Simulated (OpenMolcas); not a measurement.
# B97-2/ANO-R2 (sfX2C, RICD fitting) run of C2H3ClF2 (1-chloro-1,1-difluoroethane)

What is the energy change on altering one bond length of C2H3ClF2 (1-chloro-1,1-difluoroethane) at B97-2/ANO-R2 (sfX2C, RICD fitting)? 

The results are computed with OpenMolcas 26.06.

## Step 1: The structure to begin with

C2H3ClF2 has 8 atoms, charge 0, and is taken as a singlet. SMILES: `CC(F)(F)Cl`. The coordinates come from a GFN2-xTB relaxation.

Bond lengths: C1–C2 1.508 Å, C2–F3 1.347 Å, C2–F4 1.346 Å, C2–Cl5 1.793 Å, C1–H6 1.086 Å, C1–H7 1.089 Å, C1–H8 1.086 Å. Some angles: C1–C2–F3 111.6°, C1–C2–F4 111.6°, C1–C2–Cl5 112.0°, F3–C2–F4 105.6°, F3–C2–Cl5 107.8°, F4–C2–Cl5 107.9°, C2–C1–H6 109.5°, C2–C1–H7 108.7°, C2–C1–H8 109.5°, H6–C1–H7 109.6°.

## Step 2: A single-point energy at B97-2/ANO-R2 (sfX2C, RICD fitting)

Contents of job.input:

```
* C2H3ClF2 Kohn-Sham DFT

&GATEWAY
  Coord
  8
  bohr
  C     -1.13128454    -0.58371750     0.91217080
  C      0.99142591     0.34041526    -0.74897405
  F      3.25815240     0.02426408     0.36632341
  F      1.11346443    -0.96723742    -2.92765820
  Cl     0.66299151     3.62247270    -1.52092717
  H     -1.13941037     0.47859204     2.66804762
  H     -0.83463534    -2.57987300     1.31284943
  H     -2.92070401    -0.33493506    -0.06185074
  Basis=ANO-R2
  Group=NoSym
  RICD
  RX2C

&SEWARD
  Expert

&SCF
  KSDFT=HYB_GGA_XC_B97_2
  PrOrbitals=0
```

The run is started by

```bash
$ export MOLCAS_MEM=1860
$ pymolcas job.input > job.log
```

Standard output:

```text
--- Start Module: gateway ---
[...]
--- Stop Module: gateway /rc=_RC_ALL_IS_WELL_ ---
[...]
--- Start Module: seward ---
[...]
 ###    WARNING:  EXPERT option is ON!                                       ###
 ###############################################################################
               SEWARD will generate:
[...]
      Basis functions          213
--- Stop Module: seward /rc=_RC_ALL_IS_WELL_ ---
[...]
--- Start Module: scf ---
[...]
       Convergence after  12 Iterations
[...]
::    Total KS-DFT energy                            -739.6363831066
[...]
      Total spin, S                                     0.0000000000
[...]
      Total electronic charge=   50.000000
      Total            charge=   -0.000000
[...]
      Dipole Moment (debye):
      Origin of the operator (angstrom)=    0.5273    0.5471   -0.5077
                   X= -1.6672E+00               Y= -7.0330E-01               Z=  1.2913E+00           Total=  2.2230E+00
      Quadrupole Moment (debye*angstrom):
[...]
--- Stop Module: scf /rc=_RC_ALL_IS_WELL_ ---
[...]
```

Wall time 82 s (1 thread of Arm Neoverse V1, shared host); peak memory 0.34 GiB.

## Step 3: The distorted shape

Contents of job.inp:

```
>>> EXPORT MOLCAS_PRINT=2

&GATEWAY
 COORD
 8
 bohr
 C     -2.19265300    -1.04578956     1.74275457
 C      0.99142591     0.34041526    -0.74897405
 F      3.25815240     0.02426408     0.36632341
 F      1.11346443    -0.96723742    -2.92765820
 Cl     0.66299151     3.62247270    -1.52092717
 H     -2.20077882     0.01651999     3.49863139
 H     -1.89600379    -3.04194506     2.14343320
 H     -3.98207246    -0.79700711     0.76873303
 BASIS=ANO-R2
 GROUP=NoSym
 RICD
 RX2C

&SEWARD
 EXPERT

&SCF
 KSDFT=HYB_GGA_XC_B97_2
 PRORBITALS=0
```

The run is started by

```bash
$ export MOLCAS_MEM=1860
$ pymolcas job.inp > job.log
```

Standard output:

```text
--- Start Module: gateway ---
[...]
--- Stop Module: gateway /rc=_RC_ALL_IS_WELL_ ---
[...]
--- Start Module: seward ---
[...]
 ###    WARNING:  EXPERT option is ON!                                       ###
 ###############################################################################
               SEWARD will generate:
[...]
      Basis functions          213
--- Stop Module: seward /rc=_RC_ALL_IS_WELL_ ---
[...]
--- Start Module: scf ---
[...]
       Convergence after  13 Iterations
[...]
::    Total KS-DFT energy                            -739.5347446431
[...]
      Total spin, S                                     0.0000000000
[...]
      Total electronic charge=   50.000000
      Total            charge=   -0.000000
[...]
      Dipole Moment (debye):
      Origin of the operator (angstrom)=    0.4429    0.5104   -0.4417
                   X= -1.6860E+00               Y= -6.6244E-01               Z=  1.2914E+00           Total=  2.2247E+00
      Quadrupole Moment (debye*angstrom):
[...]
--- Stop Module: scf /rc=_RC_ALL_IS_WELL_ ---
[...]
```

Wall time 80 s (1 thread of Arm Neoverse V1, shared host); peak memory 0.34 GiB.

## Step 4: Outcome

At B97-2/ANO-R2 (sfX2C, RICD fitting):

| quantity | value |
| --- | --- |
| first shape: total energy | -739.63638 Eh |
| first shape: dipole moment | 2.22 D |
| first shape: HOMO energy | -9.01 eV |
| first shape: LUMO energy | 0.28 eV |
| first shape: HOMO–LUMO gap | 9.30 eV |
| distorted shape: total energy | -739.53474 Eh |
| distorted shape: dipole moment | 2.22 D |
| distorted shape: HOMO energy | -8.09 eV |
| distorted shape: LUMO energy | -2.02 eV |
| distorted shape: HOMO–LUMO gap | 6.07 eV |
| energy change with the C1–C2 bond stretched from 1.508 to 2.262 Å | 2.766 eV |

What this shows: With the C1–C2 bond stretched from 1.508 to 2.262 Å the energy rises by 2.77 eV (64 kcal/mol). The first shape isn't relaxed at this level, so the change isn't measured from a minimum. Mulliken charges (distorted shape) run from -0.20 on C1 to +0.24 on C2; they depend strongly on the basis.
